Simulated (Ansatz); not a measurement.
`C#CC(C)OC` and `C#CC(C)F` differ in one atom or group.

Ansatz, PBE0-D4/def2-TZVP geometries, multiplicity 1. Each molecule was computed in one conformer, which needn't be the lowest.

```tsv
property	`C#CC(C)OC`
size of the dipole moment (B3LYP/def2-TZVPP) / D	0.94
HOMO–LUMO gap (B3LYP/def2-TZVPP) / eV	7.95
LUMO energy (PBE/def2-TZVPP) / eV	-0.34
HOMO energy (PBE/def2-TZVPP) / eV	-6.14
HOMO–LUMO gap (PBE/def2-TZVPP) / eV	5.80
HOMO energy (ωB97M-V/def2-TZVPP) / eV	-10.11
```

Problem. Give the same properties after the change, and the shifts. (An estimate is asked.)

Solution. The calculation gave: 
```json
{"property": "size of the dipole moment (B3LYP/def2-TZVPP) / D", "`C#CC(C)F`": "1.87", "shift": "0.93"}
{"property": "HOMO–LUMO gap (B3LYP/def2-TZVPP) / eV", "`C#CC(C)F`": "7.94", "shift": "-0.01"}
{"property": "LUMO energy (PBE/def2-TZVPP) / eV", "`C#CC(C)F`": "-0.77", "shift": "-0.43"}
{"property": "HOMO energy (PBE/def2-TZVPP) / eV", "`C#CC(C)F`": "-6.86", "shift": "-0.72"}
{"property": "HOMO–LUMO gap (PBE/def2-TZVPP) / eV", "`C#CC(C)F`": "6.10", "shift": "0.30"}
{"property": "HOMO energy (ωB97M-V/def2-TZVPP) / eV", "`C#CC(C)F`": "-10.41", "shift": "-0.30"}
```

Dipoles are sizes alone; their direction can turn.

B3LYP here is the variant with VWN-RPA as its local correlation; programs differ in this.
